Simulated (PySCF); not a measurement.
Consider pyrrole, `c1cc[nH]c1` (C4H5N). Non-hydrogen atoms are numbered in `[cH:1]1[cH:2][cH:3][nH:4][cH:5]1`. These are map numbers, not IUPAC locants.

Computed at ωB97X-D3(BJ)/ma-def2-TZVP // PBE0-D3(BJ)/def2-SVP with PySCF (density fitting, grid level 2). The prefix ma- adds one diffuse s and one diffuse p function on all atoms but H. Thermal corrections: PBE0-D3(BJ)/def2-SVP frequencies, unscaled, ideal gas at 298.15 K and 1 bar, quasi-RRHO entropy.

Question: What are the vertical and the adiabatic ionisation energy for forming the radical cation?

Answer: 8.28 eV vertical and 8.10 eV adiabatic, the latter with zero-point energy.

Question: Where does the unpaired spin of the relaxed radical cation sit?

Answer: C3 (aromatic carbon) 0.50, C5 (aromatic carbon) 0.50, N4 (pyrrole-type nitrogen) -0.09 (intrinsic atomic orbital populations).

Question: What oxidation potential follows in acetonitrile (IEF-PCM), given that Fc+/Fc comes at 4.54 V absolute with this functional and basis?

Answer: In the gas phase ΔG of oxidation is 8.078 eV, and solvation is -24.2 kJ/mol for the parent and -250.6 kJ/mol for the product, so the absolute potential is 5.73 V, or 1.19 V against Fc+/Fc. Fc+/Fc in acetonitrile, 4.54 V, is ωB97X-D3(BJ)/ma-def2-TZVP on PBE0-D3(BJ)/def2-SVP structures with GFN2-xTB thermal terms. Benchmark calculations put it near 5.0 V in acetonitrile and DMSO, so it is about 0.5 V low, and the value against it can read up to that much too high. The solvent is electrostatics only, on gas-phase structures; the absolute scale refers to an electron at rest in vacuum.

Question: How far is −ε(HOMO) from the vertical value by ΔSCF?

Answer: −ε(HOMO) = 8.40 eV, which is 0.12 eV above the ΔSCF value.
